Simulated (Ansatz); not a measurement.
System: hcp Tl. Method: PBE-D3(BJ) (PAW; Ansatz, a quantum-chemistry and plane-wave program).

Numerical settings: plane-wave cutoff 520 eV, 18×18×10 k mesh (along the axes of the cell as run), Fermi–Dirac smearing 0.05 eV, scalar-relativistic PAW data made under PBE.

Shape and atoms are relaxed at each volume.

Pressure at four volumes; x = ln(V/29.599 Å³). One pressure is withheld.

```csv
V (Å³/atom),x,P (GPa)
28.415,-0.0408,1.462
29.599,0.0000,0.004
30.191,0.0198,-0.596
30.783,0.0392,?
```

Task: Pass a parabola P(x) through the three rows shown, estimate the bulk modulus and its pressure derivative near zero pressure, and predict the withheld pressure.

Result: Slopes between the rows: (0.004 − (1.462))/(0.0000 − (-0.0408)) = -35.74 and (-0.596 − (0.004))/(0.0198 − (0.0000)) = -30.30 GPa. Their difference over the span 0.0606 is c = 5.44/0.0606 = 89.8 GPa, so P(x) = 1.462 + (-35.74)(x − (-0.0408)) + 89.8 (x − (-0.0408))(x − (0.0000)). At the middle row B = −dP/dx = −[-35.74 + 89.8 × 0.0408] = 32.1 GPa, and B′ = dB/dP = 2c/B = 5.6. At x = 0.0392 the parabola gives -1.116 GPa; the run gives -1.124 GPa. The Birch–Murnaghan fit to the energies at all volumes has B0 = 32.0 GPa and B′ = 5.4.

Measured, for comparison: bulk modulus 37.4 GPa (copied from a table, unchecked, extrapolated to 0 K and zero-point effects removed; as tabulated in Lejaeghere et al. (2013), arXiv:1204.2733). Computed (rounded) less measured: bulk modulus not scored (unchecked).

Note: the bulk modulus comes from volumes at which shape and atoms were relaxed.

Spin–orbit coupling is not included; it can shift volumes and moduli of such heavy elements.
